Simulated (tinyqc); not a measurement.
Inside a calculation. Method: RKS/B3LYP (VWN-RPA form) in the sto-6g basis, for H2O, spin multiplicity 1. One step of it, computed by the program tinyqc.

Problem. Orthogonalisation. S = U s U^T; symmetric (Loewdin) form X = U s^(-1/2) U^T, so that X^T S X = 1.

overlap S, lower triangle:
```
           1O 1s     1O 2s    1O 2px     1O 2py    1O 2pz     2H 1s     3H 1s
1O 1s   1.000000
1O 2s   0.231145  1.000000
1O 2px  0.000000  0.000000  1.000000
1O 2py  0.000000  0.000000  0.000000   1.000000
1O 2pz  0.000000  0.000000  0.000000   0.000000  1.000000
2H 1s   0.040151  0.389908  0.000000   0.249285  0.232811  1.000000
3H 1s   0.042789  0.406192  0.000000  -0.256994  0.239905  0.227314  1.000000
```

Give: eigenvalues of S; X.

Solution.

eigenvalues of S: 0.4235  0.5117  0.8805  1.0000  1.1064  1.2618  1.8161

X, lower triangle:
```
          1O 1s    1O 2s  1O 2px   1O 2py   1O 2pz    2H 1s   3H 1s
1O 1s    1.0224
1O 2s   -0.1331   1.1636
1O 2px   0.0000   0.0000  1.0000
1O 2py   0.0003  -0.0045  0.0000   1.0678
1O 2pz  -0.0078   0.0830  0.0000  -0.0023   1.0483
2H 1s    0.0170  -0.2191  0.0000  -0.1681  -0.1287   1.1344
3H 1s    0.0177  -0.2346  0.0000   0.1751  -0.1361  -0.0813  1.1469
```
